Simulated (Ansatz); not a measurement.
Species: C2H3N, SMILES `CC#N` (charge 0, multiplicity 1), formula C2H3N.

Problem. How many basis functions does frozen-core CCSD(T)/cc-pVTZ // PBE-D3(BJ)/def2-SVP in Ansatz (a program for electronic structure) use, how many core orbitals are frozen, and how many electrons are correlated?

Solution. 132 basis functions and 3 frozen orbitals, which leaves 16 correlated electrons. Core time is of the order of seconds.
